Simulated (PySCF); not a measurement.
Compound: C4H6Cl (doublet state).
Z-matrix (Å and degrees, GFN2-xTB geometry), rows numbered from 1:
```
C 
C   1  1.4817
C   2  1.3693  1  123.73
C   3  1.3781  2  126.46  1   179.84
Cl  4  1.7060  3  122.75  2     0.04
H   1  1.0874  2  111.38  3     0.15
H   1  1.0920  2  110.40  3   121.20
H   1  1.0920  2  110.36  3  -120.92
H   2  1.0799  1  116.81  3   179.90
H   3  1.0831  2  118.32  1    -0.24
H   4  1.0757  3  122.82  2   179.95
```

The hyperfine couplings belong to this conformer and change with its torsions.

As a line formula: `C(/Cl)=C/[CH]C` [radical].

Theory: PySCF 2.14.0, UKS B3LYP, pcH-1 on C Cl H, non-relativistic, mean-field spin-orbit, GIAO. Isolated species at its GFN2-xTB geometry (one conformer only). The geometry wasn't refined by DFT: couplings that depend on bond lengths, twists or pyramidal angles can differ widely from those at the functional's own minimum. Stability of the SCF solution: not tested. ⟨S²⟩ is 0.775 where a pure state has 0.75.

Largest spin populations (Mulliken): C4 (+0.62), C2 (+0.62) and C3 (-0.25). The positive populations add up to 1.35 and the negative ones to -0.35, together 2S = 1. The angles at C4 add up to 360.0°, so it is planar; its axial dipolar tensor and the negative coupling of its proton fit spin in a p orbital normal to that plane.

McConnell's relation a(H) = Q·ρ ties the coupling of a proton on a planar π carbon to the spin population of that carbon. What Q do the computed values give?

```
  H   C    ρ(C)  a(H) (G)  a/ρ (G)
 H9  C2  +0.619    -13.58    -21.9
H10  C3  -0.247     +3.83    -15.5
H11  C4  +0.620    -15.80    -25.5
```

A least-squares line through the origin gives Q = -23.1 G with Mulliken populations. Where ρ is negative the coupling is positive.

List the C–H protons on four-coordinate carbons next to a three-coordinate spin centre, with their couplings and θ (C–H bond against the normal to the plane of the centre's neighbours, projected along the bond that joins the two).

```json
{"β H": "H6", "on": "C1", "centre": "C2", "θ (°)": "90", "cos²θ": "0.00", "a (G)": "+0.61"}
{"β H": "H7", "on": "C1", "centre": "C2", "θ (°)": "31", "cos²θ": "0.73", "a (G)": "+25.41"}
{"β H": "H8", "on": "C1", "centre": "C2", "θ (°)": "31", "cos²θ": "0.74", "a (G)": "+25.51"}
```

Fitting the Heller–McConnell form a = ρ(B0 + B2 cos²θ), with Mulliken ρ = 0.62, gives B0 = 1.0 G and B2 = 54.7 G; with only two distinct angles the two parameters are fixed exactly. By this fit the coupling would be 34.5 G at θ = 0° and 0.6 G at 90°.

What would the freely rotating methyl group on C1 show?

Three equal couplings, a 1:3:3:1 quartet. The mean of the three values of this geometry estimates the splitting: 17.2 G, or 48.2 MHz (three bonds 120° apart have a mean cos²θ of 1/2 at any torsion).

Couplings in gauss use g_iso = 2.0045.
